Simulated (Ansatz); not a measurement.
## Reading a saddle point

A first-order saddle point of SiH$_{2}$ClF, closed shell, PBE0-D4/def2-TZVP, with one imaginary mode of 1237i cm⁻¹:

```
5
angstrom
Si -0.2905 -0.3488 0.3409
Cl 1.3659 -1.5252 0.0341
H -1.0484 0.3858 -0.9523
F -0.1249 1.0692 -0.9868
H 0.0978 0.4190 1.5639
```

Ansatz 0.2.0; basis: def2-TZVPP and def2-QZVPP; cores frozen in the correlated methods. Extrapolation: Hartree–Fock as exp(−7.88 √X), correlation as X^−2.97.

**Question.** Which contacts change along the imaginary mode, and what lies on either side? (A judgement: the text doesn't fix the answer.)

**Answer.** By the calculation: The step is SiHCl ([SiH][Cl]) + HF → SiH₂ClF ([F][SiH2][Cl]), with the molecules in contact on both sides. Shortening one way: Si1–H3, Si1–F4; lengthening the same way: H3–F4.
```
  pair  one side (Å)  saddle (Å)  other side (Å)
Si1–H3          2.46        1.67            1.48
Si1–F4          2.26        1.95            1.59
 H3–F4          0.94        1.15            2.48
```

**Question.** Which side is lower, and how far does the saddle lie above each? (An estimate is asked for; the value comes from the calculation.)

**Answer.** Computed: The side with Si1–H3, Si1–F4 short is lower by 3.230 eV; the saddle lies 3.974 eV above it and 0.744 eV above the other (CCSD(T) at an estimated basis limit (MP2 extrapolated from triple and quadruple zeta, plus CCSD(T) − MP2 in triple zeta); electronic energies).

No T1 diagnostic of these runs exceeds 0.015. The restricted Hartree–Fock reference is unstable towards an unrestricted one at one or more of these structures.

Losses and insertions of silylenes and their heavier kin drive the gas-phase chemistry of silicon and germanium vapour deposition.

Labels in which every atom is bracketed show which atoms are joined, not bond orders.

For scale, one of the runs: CCSD(T)/def2-TZVPP, 143 basis functions, launched by `ansatz run in.yaml --threads 2 --pin off --events-out ev --progress --plain --max-ram 4352MiB`. Time: 11 s of wall clock on 2 CPU threads; the host was shared. Peak host memory: 0.79 GiB.
